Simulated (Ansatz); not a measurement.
in.yaml

```yaml
crystal:
  periodic: [false, false, false]
  atoms:
    - {symbol: B, position_ang: [0.000000, -0.106377, 0.236412]}
    - {symbol: Al, position_ang: [0.000000, -0.047746, -1.882963]}
    - {symbol: H, position_ang: [0.000000, 0.154124, 1.646552]}
basis:
  gaussian: {orbitals: 6-31G}
magnetization: {spin_polarized: false, initial_magnetization: 1}
correlation: {method: bccd_t, electrons: outside_noble_gas}
```

```sh
$ ansatz run in.yaml --threads 1 --pin off --events-out ev --progress --plain --max-ram 2393MiB
```

Output:

```
296 factors; integrals over basis functions are off by at most 3.0e-4 eV
mean field evaluation 1: about -7264.8654 eV, gradient 7.7e0 eV
mean field evaluation 2: about -7264.8662 eV, gradient 7.7e0 eV
mean field evaluation 4: about -7265.5710 eV, gradient 1.4e0 eV
mean field evaluation 8: about -7265.6300 eV, gradient 2.9e-3 eV
mean field evaluation 16: about -7265.6313 eV, gradient 5.5e-2 eV
mean field evaluation 32: about -7264.8656 eV, gradient 7.7e0 eV
mean field evaluation 64: about -7265.6104 eV, gradient 1.5e0 eV
mean field evaluation 96: about -7265.6398 eV, gradient 3.3e-2 eV
mean field evaluation 128: about -7265.6300 eV, gradient 2.0e-6 eV
mean field evaluation 160: about -7261.0798 eV, gradient 1.7e-3 eV
...
cycle   6  -2.58653428 eV  change   -3.3e-5 eV  update   3.8e-4
cycle   7  -2.58652207 eV  change    1.2e-5 eV  update   3.2e-4
cycle   8  -2.58653188 eV  change   -9.8e-6 eV  update   2.6e-4
cycle   9  -2.58651602 eV  change    1.6e-5 eV  update   2.0e-4
cycle  10  -2.58649042 eV  change    2.6e-5 eV  update   1.6e-4
cycle  11  -2.58646202 eV  change    2.8e-5 eV  update   1.2e-4
cycle  12  -2.58645466 eV  change    7.4e-6 eV  update   7.0e-5
cycle  13  -2.58645468 eV  change   -2.8e-8 eV  update   2.9e-5
cycle  14  -2.58646107 eV  change   -6.4e-6 eV  update   1.3e-5
cycle  15  -2.58646205 eV  change   -9.9e-7 eV  update   6.5e-6
perturbative correction -0.06286696 eV, -0.0023103182 hartree
Total energy: -7268.27935997 eV, -267.1043398622 hartree
```

For the same geometry and basis full CI lies 33.5 meV lower.

Ran on 1 thread of Arm Neoverse N1, shared host: 2.7 s wall, 0.15 GiB peak host memory.
